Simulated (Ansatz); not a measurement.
# CH₄Si (singlet): from Hartree-Fock to the top rungs at scale of all distances = 1.000, cc-pVDZ

An exercise on one series of results from a longer session: the logs are not shown, and one member is left open.

Program: Ansatz 0.2.0, Gaussian basis. Level of theory: cc-pVDZ, core rule «outside noble gas», up to 6 orbitals frozen. These are calculated values, not measurements.

To be run: UHF; CCSD(T) on RHF; CCSD(T) on UHF; BCCD(T) on RHF; CISD; CCSDT(Q) on RHF; CCSDT(Q) on UHF; CASSCF and MRCISD+Q, 2 electrons in 2 orbitals; CASSCF and NEVPT2, 2 electrons in 2 orbitals; CASSCF and MRCISD+Q, 8 electrons in 8 orbitals; CASSCF and NEVPT2, 8 electrons in 8 orbitals.

21 further runs of the same task are left out: 1 for a mislabelled method, 18 that didn't finish, 2 set aside as unsound or not needed.

## The system

The geometry derives from a PBE0/def2-TZVP stationary point (not a proven minimum). All distances are scaled together.

6 atoms, charge 0, spin multiplicity 1.

Atoms are counted from 1 here; the program's logs count them from 0.

Bond lengths: Si1–C2 1.699 Å, Si1–H3 1.478 Å, Si1–H4 1.478 Å, C2–H5 1.084 Å, C2–H6 1.084 Å. Angles: C2–Si1–H3 122.7°, C2–Si1–H4 122.7°, H3–Si1–H4 114.7°, Si1–C2–H5 122.2°, Si1–C2–H6 122.2°, H5–C2–H6 115.7°.

The first run:

Input file in.yaml:

```yaml
crystal:
  periodic: [false, false, false]
  atoms:
    - {symbol: Si, position_ang: [0.000000, 0.000000, 0.529889]}
    - {symbol: C, position_ang: [0.000000, 0.000000, -1.168891]}
    - {symbol: H, position_ang: [0.000000, 1.244456, 1.327628]}
    - {symbol: H, position_ang: [0.000000, -1.244456, 1.327628]}
    - {symbol: H, position_ang: [0.000000, 0.917470, -1.745809]}
    - {symbol: H, position_ang: [0.000000, -0.917470, -1.745809]}
basis:
  gaussian: {orbitals: cc-pVDZ}
magnetization: {spin_polarized: true, initial_magnetization: 0}
hamiltonian: {xc: hf}
output: {orbitals: {seedname: orbitals}}
```

Command:

```bash
$ ansatz run in.yaml --threads 1 --pin off --events-out ev --progress --plain --max-ram 2393MiB
```

Steps of the session up to this table: UHF; CCSD(T) on RHF; CCSD(T) on UHF; BCCD(T) on RHF; CISD; CCSDT(Q) on RHF; CCSDT(Q) on UHF; CASSCF and MRCISD+Q, 2 electrons in 2 orbitals; CASSCF and NEVPT2, 2 electrons in 2 orbitals; CASSCF and MRCISD+Q, 8 electrons in 8 orbitals; CASSCF and NEVPT2, 8 electrons in 8 orbitals.

One of the session's tables, all rows but one given; the rest of the session is left out.

```
           method  from RCCSDT(Q) (kJ/mol)
              RHF                   +758.8
              UHF                   +753.5
             RMP2                   +119.8
             CISD                    +95.9
            RCCSD                    +30.2
         RCCSD(T)                     +4.5
          BCCD(T)                     +4.5
           RCCSDT                     +1.9
        RCCSDT(Q)                        0
      CASSCF pair                   +693.9
      NEVPT2 pair                   +108.9
      MRCISD pair                    +75.0
    MRCISD+Q pair                     +9.2
  CASSCF frontier                   +504.3
  NEVPT2 frontier                   +125.7
  MRCISD frontier                    +41.8
MRCISD+Q frontier                        ?
```

**Question.** Estimate the row for MRCISD+Q frontier.

**Answer.** from RCCSDT(Q) (kJ/mol): +3.2. In the column «from RCCSDT(Q) (kJ/mol)» it lies between RCCSDT (+1.9) and RCCSD(T) (+4.5).

Not comparable, so not listed: CCSD(T) on UHF; CCSDT(Q) on UHF (they don't share determinant, frozen orbitals or solution with the rows shown, or repeat one).

Caveats from the session: Warnings: restricted reference is unstable; spin contamination.
